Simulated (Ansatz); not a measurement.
Input file:

```yaml
crystal:
  periodic: [false, false, false]
  atoms:
    - {symbol: Sn, position_ang: [0.000000, 0.000000, 0.000000]}
    - {symbol: H, position_ang: [0.978777, 0.987165, 0.985128]}
    - {symbol: H, position_ang: [-0.988972, -0.979870, 0.982225]}
    - {symbol: H, position_ang: [-0.978395, 0.980215, -0.992421]}
    - {symbol: H, position_ang: [0.988590, -0.987510, -0.974932]}
basis:
  gaussian: {orbitals: def2-SVP}
hamiltonian: {xc: {name: wB97M-V}}
output: {forces: true, orbitals: {seedname: orbitals}}
```

```sh
$ ansatz run in.yaml --threads 1 --pin off --events-out ev --progress --plain --max-ram 2816MiB --backend cpu
```

The program prints:

```
  # Of w^i u^j: cxij and so on, Table III.
  gx(w, u) = 1 - cx + cx01*u + cx10*w
  gss(w, u) = css00 + css04*u^4 + css10*w + css20*w^2 + css43*w^4*u^3
  gos(w, u) = cos00 + cos10*w + (cos20 + cos21*u)*w^2 + (cos60 + cos61*u)*w^6
      + integral(e_c_pw_mod_opposite_spin*gos(b97_w_opposite, b97_u_opposite)) + vv10(b, c)
546 factors; integrals over basis functions are off by at most 4.1e-4 eV
167 factors; integrals over basis functions are off by at most 4.2e-6 eV
mean field evaluation 1: about -5893.3919 eV, gradient 6.5e0 eV
mean field evaluation 2: about -5893.5289 eV, gradient 2.4e0 eV
mean field evaluation 4: about -5893.5417 eV, gradient 6.1e-1 eV
mean field evaluation 8: about -5893.5393 eV, gradient 8.1e-3 eV
mean field -5893.53925637 eV, -216.5835728870 hartree, gradient 8.4e-5 eV, S^2 0.000000; 0 other end points of the search recorded, 0 dependent functions left out
the calculation of the forces begins
reference -5893.53929852 eV, -216.5835744363 hartree; 13, 13 occupied and 33, 33 virtual orbitals, 546 factors
Total energy: -5893.53929852 eV, -216.5835744363 hartree
Atom 0 at     0.000000     0.000000     0.000000 Å, force     0.000000    -0.000000    -0.000007 eV/Å
Atom 1 at     0.978777     0.987165     0.985128 Å, force    -0.003417    -0.003446    -0.003439 eV/Å
Atom 2 at    -0.988972    -0.979870     0.982225 Å, force     0.003453     0.003421    -0.003429 eV/Å
Atom 3 at    -0.978395     0.980215    -0.992421 Å, force     0.003420    -0.003426     0.003468 eV/Å
Atom 4 at     0.988590    -0.987510    -0.974932 Å, force    -0.003456     0.003452     0.003407 eV/Å
Dipole moment:    -0.000000     0.000000     0.000000 e Å
```

Forces (eV/Å):
```
Sn   0.000  0.000  0.000
H   -0.003 -0.003 -0.003
H    0.003  0.003 -0.003
H    0.003 -0.003  0.003
H   -0.003  0.003  0.003
```

Ran on 1 thread of AMD EPYC 7R13, shared host: 3.6 s wall, 0.18 GiB peak host memory.
